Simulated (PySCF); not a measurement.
# C₄H₄FN: geometry, NMR shifts, spin-spin couplings, electronic excitations and core binding energies

Wanted: the NMR shifts, spin-spin couplings, electronic excitations and core binding energies of C₄H₄FN (`C=C(C#N)CF`), by calculation.

The runs use PySCF 2.14.0, with density-fitted response routines of our own; the level of theory stands in each step. All values are computed, except where a source is named. Atoms are numbered from 0 throughout.

**1. The molecule as given**

10 atoms, charge 0, multiplicity 1; geometry from: GFN2-xTB.

Bonds of the start (Å): C0–C1 1.33, C1–C2 1.42, C2–N3 1.15, C1–C4 1.51, C4–F5 1.37, C0–H6 1.08, C0–H7 1.08, C4–H8 1.10, C4–H9 1.10.

**2. Relaxing the molecule at PBE0-D3(BJ)/def2-SVP**

The job: settings as JSON, then the geometry in Å.

```
{"job": {"xc": "PBE0", "basis": "def2-SVP", "d3": "d3bj", "grid": 1, "kind": "geom"}, "charge": 0, "multiplicity": 1}
C      0.950204    -1.079539     0.105658
C      0.283027     0.066225    -0.002936
C      0.966135     1.304870    -0.091434
N      1.519947     2.305022    -0.163225
C     -1.218348     0.175917    -0.040517
F     -1.810458    -1.053147     0.046866
H      2.025894    -1.102525     0.129196
H      0.428794    -2.019031     0.172658
H     -1.551272     0.631850    -0.981723
H     -1.585041     0.775012     0.802930
```

**Question.** This job is followed by: GIAO PBE0/pcSseg-1 NMR shielding, non-relativistic, gas phase; B3LYP/pcJ-1 indirect spin-spin coupling, non-relativistic, gas phase; TDDFT B3LYP/def2-SVPD, vertical, gas phase, core orbitals frozen in the response; GIAO PBE/pcSseg-2 NMR shielding, non-relativistic, gas phase; delta-SCF UKS SCAN, pcX-2 on the ionised atom, pcseg-1 elsewhere, spin-free X2C. What will the session give for the following? point group; rotational constants (main isotopes); 13C shifts against TMS (PBE0/pcSseg-1); 1H shifts against TMS (PBE0/pcSseg-1, means over atoms taken as alike); 15N shifts against NH3 (PBE0/pcSseg-1); 19F shifts against CFCl3 (PBE0/pcSseg-1); largest coupling of the table (B3LYP/pcJ-1); lowest singlet (B3LYP/def2-SVPD); lowest triplet; vertical ionisation energy (ΔSCF); vertical electron affinity (ΔSCF); C1s binding energies, SCAN/pcX-2; N1s binding energies, SCAN/pcX-2; F1s binding energies, SCAN/pcX-2; range of the shift of F5.

The runs gave:

| quantity | value |
| --- | --- |
| point group | Cs |
| rotational constants (main isotopes) | 8.40, 2.26, 1.80 GHz |
| 13C shifts against TMS (PBE0/pcSseg-1) | 137.8, 127.4, 120.3, 83.0 ppm |
| 1H shifts against TMS (PBE0/pcSseg-1, means over atoms taken as alike) | 6.50, 6.39, 4.89 ppm |
| 15N shifts against NH3 (PBE0/pcSseg-1) | 327.1 ppm |
| 19F shifts against CFCl3 (PBE0/pcSseg-1) | -249.6 ppm |
| largest coupling of the table (B3LYP/pcJ-1) | 1J(C,F) C4–F5, -249.6 Hz |
| lowest singlet (B3LYP/def2-SVPD) | 6.24 eV (199 nm), f = 0.294 |
| lowest triplet | 3.74 eV |
| vertical ionisation energy (ΔSCF) | 10.54 eV |
| vertical electron affinity (ΔSCF) | -0.25 eV (unbound: the value hangs on the basis) |
| C1s binding energies, SCAN/pcX-2 | C4 294.10, C2 292.59, C1 292.48, C0 291.26 eV |
| N1s binding energies, SCAN/pcX-2 | N3 405.29 eV |
| F1s binding energies, SCAN/pcX-2 | F5 693.39 eV |
| range of the shift of F5 | -262.1 to -249.6 ppm |

What this shows: Relaxing lowered the energy by 0.048 eV in 10 steps; the close pair that moved most is C1–C2, from 1.417 to 1.433 Å. The most deshielded carbon is C0 (terminal =CH2 carbon), at 137.8 ppm: an sp2 carbon of a C=C bond. At PBE0/pcSseg-1: The widest tensor belongs to N3: span 459 ppm, with a paramagnetic part of -401 ppm. In the run at B3LYP/pcJ-1, the largest coupling of the table is C4–F5, -249.6 Hz, of which the Fermi-contact term gives -287.5 Hz. Couplings across rotatable bonds belong to this one conformer; where others are populated, the observed values are averages. The lowest singlet, at 6.24 eV, is HOMO→LUMO 0.89 and is bright. The lowest triplet lies 2.50 eV below the lowest singlet (triplets in Tamm-Dancoff, singlets in full TDDFT). ΔSCF puts the ionisation energy at 10.54 eV, 2.35 eV above −ε(HOMO). C4 (allylic sp3 CH2 bonded to F) binds its C1s electron 2.85 eV more tightly than C0 (terminal =CH2 carbon). Across the 2 runs the shift of F5 moves most, between -262.1 (PBE/pcSseg-2) and -249.6 ppm (PBE0/pcSseg-1).
